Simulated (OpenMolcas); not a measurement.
**SO3 (sulfur trioxide), run twice**

Wanted: the energy along one coordinate of SO3 (sulfur trioxide), MP2/ANO-S-VDZP.

Program for the calculation: OpenMolcas 26.06.

2 further runs of the same task are left out: 2 set aside as unsound or not needed.

### Step 1. The molecule

SO3 has 4 atoms, charge 0, and is taken as a singlet. As SMILES, `O=S(=O)=O`. The shape is that of a GFN2-xTB optimisation.

Bond lengths: O1–S2 1.418 Å, S2–O3 1.418 Å, S2–O4 1.418 Å. Angles: O1–S2–O3 120.0°, O1–S2–O4 120.0°, O3–S2–O4 120.0°.

### Step 2. Try one

job.inp reads:

```
>>> ForEach K in (1, 2, 3, 4, 5, 6, 7)

&GATEWAY
 Coord = $CurrDir/point$K.xyz
 Basis = ANO-S-VDZP
 Group = NoSym

&SEWARD

&SCF
 PrOrbitals = 1 1

&MBPT2
 Frozen = 20
>>> EndDo
```

Run with:

```bash
$ export MOLCAS_MEM=1860
$ pymolcas job.inp > job.log
```

The log of the run:

```text
--- Start Module: gateway ---
[...]
--- Stop Module: gateway /rc=_RC_ALL_IS_WELL_ ---
[...]
      Basis functions           60
[...]
       Convergence after  12 Iterations
[...]
::    Total SCF energy                               -621.9826852122
[...]
WARNING!
Default frozen orbitals as non valence orbitals is overwritten by user input.
Default values:   8
[...]
       Reference weight ( Cref**2 )         =        1.00000
::    Total MBPT2 energy                             -621.9826852122
[...]
      Total MBPT2 calculations                           0.06      0.07
[...]
       Convergence after  10 Iterations
[...]
WARNING!
Default frozen orbitals as non valence orbitals is overwritten by user input.
Default values:   8
[...]
       Reference weight ( Cref**2 )         =        1.00000
[...]
       Convergence after  11 Iterations
[...]
WARNING!
Default frozen orbitals as non valence orbitals is overwritten by user input.
Default values:   8
[...]
       Reference weight ( Cref**2 )         =        1.00000
[...]
       Convergence after  11 Iterations
[...]
WARNING!
Default frozen orbitals as non valence orbitals is overwritten by user input.
Default values:   8
[...]
       Reference weight ( Cref**2 )         =        1.00000
[...]
       Convergence after  11 Iterations
[...]
::    Total SCF energy                               -622.0511688306
[...]
WARNING!
Default frozen orbitals as non valence orbitals is overwritten by user input.
Default values:   8
[...]
       Reference weight ( Cref**2 )         =        1.00000
::    Total MBPT2 energy                             -622.0511688306
[...]
      Total MBPT2 calculations                           0.06      0.07
[...]
--- Start Module: scf ---
[...]
       Convergence after  12 Iterations
[...]
::    Total SCF energy                               -622.0100365184
[...]
      Total spin, S                                     0.0000000000
[...]
      Total electronic charge=   40.000000
      Total            charge=   -0.000000
[...]
      Dipole Moment (debye):
      Origin of the operator (angstrom)=   -0.2094    0.0524   -0.0706
                   X= -1.0282E+00               Y=  2.5656E-01               Z= -3.4885E-01           Total=  1.1157E+00
      Quadrupole Moment (debye*angstrom):
[...]
--- Stop Module: scf /rc=_RC_ALL_IS_WELL_ ---
[...]
--- Start Module: mbpt2 ---
[...]
WARNING!
Default frozen orbitals as non valence orbitals is overwritten by user input.
Default values:   8
[...]
       Reference weight ( Cref**2 )         =        1.00000
::    Total MBPT2 energy                             -622.0100365184
[...]
      Total MBPT2 calculations                           0.06      0.06
--- Stop Module: mbpt2 /rc=_RC_ALL_IS_WELL_ ---
[...]
```

Wall time 23 s (1 thread of Intel Xeon Platinum 8488C (Sapphire Rapids), shared host); peak memory 0.4 GiB.

### Step 3. Diagnosis

The run finished; that doesn't make the result usable.

The cause is that too many or the wrong orbitals are frozen. To mend it: frozen core orbitals 8 in place of 20.

### Step 4. The mended input

job.inp reads:

```
>>> ForEach K in (1, 2, 3, 4, 5, 6, 7)

&GATEWAY
  COORD=$CurrDir/point$K.xyz
  BASIS=ANO-S-VDZP
  GROUP=NoSym

&SEWARD

&SCF
  PRORBITALS=0

&MBPT2
  FROZEN=8
>>> EndDo
```

Run with:

```bash
$ export MOLCAS_MEM=1860
$ pymolcas job.inp > job.log
```

The log of the run:

```text
--- Start Module: gateway ---
[...]
--- Stop Module: gateway /rc=_RC_ALL_IS_WELL_ ---
[...]
      Basis functions           60
[...]
       Convergence after  12 Iterations
[...]
::    Total SCF energy                               -621.9826852122
[...]
WARNING!
Default frozen orbitals as non valence orbitals is overwritten by user input.
Default values:   8
[...]
       Reference weight ( Cref**2 )         =        0.82787
::    Total MBPT2 energy                             -622.6601220907
[...]
      Total MBPT2 calculations                           0.10      0.10
[...]
       Convergence after  10 Iterations
[...]
WARNING!
Default frozen orbitals as non valence orbitals is overwritten by user input.
Default values:   8
[...]
       Reference weight ( Cref**2 )         =        0.82208
[...]
       Convergence after  11 Iterations
[...]
WARNING!
Default frozen orbitals as non valence orbitals is overwritten by user input.
Default values:   8
[...]
       Reference weight ( Cref**2 )         =        0.80953
[...]
       Convergence after  11 Iterations
[...]
WARNING!
Default frozen orbitals as non valence orbitals is overwritten by user input.
Default values:   8
[...]
       Reference weight ( Cref**2 )         =        0.80327
[...]
       Convergence after  11 Iterations
[...]
::    Total SCF energy                               -622.0511688306
[...]
WARNING!
Default frozen orbitals as non valence orbitals is overwritten by user input.
Default values:   8
[...]
       Reference weight ( Cref**2 )         =        0.79766
::    Total MBPT2 energy                             -622.7829554523
[...]
      Total MBPT2 calculations                           0.08      0.09
[...]
--- Start Module: scf ---
[...]
       Convergence after  12 Iterations
[...]
::    Total SCF energy                               -622.0100365184
[...]
      Total spin, S                                     0.0000000000
[...]
      Total electronic charge=   40.000000
      Total            charge=   -0.000000
[...]
      Dipole Moment (debye):
      Origin of the operator (angstrom)=   -0.2094    0.0524   -0.0706
                   X= -1.0282E+00               Y=  2.5656E-01               Z= -3.4885E-01           Total=  1.1157E+00
      Quadrupole Moment (debye*angstrom):
[...]
--- Stop Module: scf /rc=_RC_ALL_IS_WELL_ ---
[...]
--- Start Module: mbpt2 ---
[...]
WARNING!
Default frozen orbitals as non valence orbitals is overwritten by user input.
Default values:   8
[...]
       Reference weight ( Cref**2 )         =        0.79144
::    Total MBPT2 energy                             -622.7453175155
[...]
      Total MBPT2 calculations                           0.08      0.10
--- Stop Module: mbpt2 /rc=_RC_ALL_IS_WELL_ ---
[...]
```

Run time: 24 s. Hardware: 1 thread of Intel Xeon Platinum 8488C (Sapphire Rapids), shared host; peak memory 0.4 GiB.

The scan, from its lowest point:

| O3–S2 (Å) | energy (kJ/mol) |
| --- | --- |
| 1.205 | 346.3 |
| 1.276 | 149.3 |
| 1.347 | 45.3 |
| 1.418 | 2.7 |
| 1.489 | 0.0 |
| 1.560 | 23.8 |
| 1.702 | 122.6 |

### Step 5. Summary of results

Level: MP2/ANO-S-VDZP.

| quantity | value |
| --- | --- |
| lowest energy of the scan | -622.79203 Eh |

**Reading.** The first attempt's energy was +19.428 eV off this one.
